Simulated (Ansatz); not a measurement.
A calculation with Ansatz (development build ahead of 0.2.0).

```yaml
crystal:
  periodic: [false, false, false]
  atoms:
    - { symbol: C, position_ang: [0.0, 0.0, 0.0] }
    - { symbol: H, position_ang: [0.0, 0.92, -0.63] }
    - { symbol: O, position_ang: [0.0, 0.0, 1.2348] }
basis:
  gaussian: { orbitals: cc-pVDZ }
magnetization:
  initial_magnetization: 1
hamiltonian:
  xc: hf
correlation:
  method: ccsd_t
  frozen_orbitals: { C: 1, H: 0, O: 1 }
```

The input is written out in the form of the current development build from the run's settings. Correlation on restricted open-shell orbitals is semicanonical, with singles.

Output:

- Converged: yes
- Reference energy: -113.24325 hartree
- CCSD correlation energy: -0.31808 hartree
- Triples correction: -0.01202 hartree
- Total energy: -113.57335 hartree
- Spin squared of the determinant: 0.750
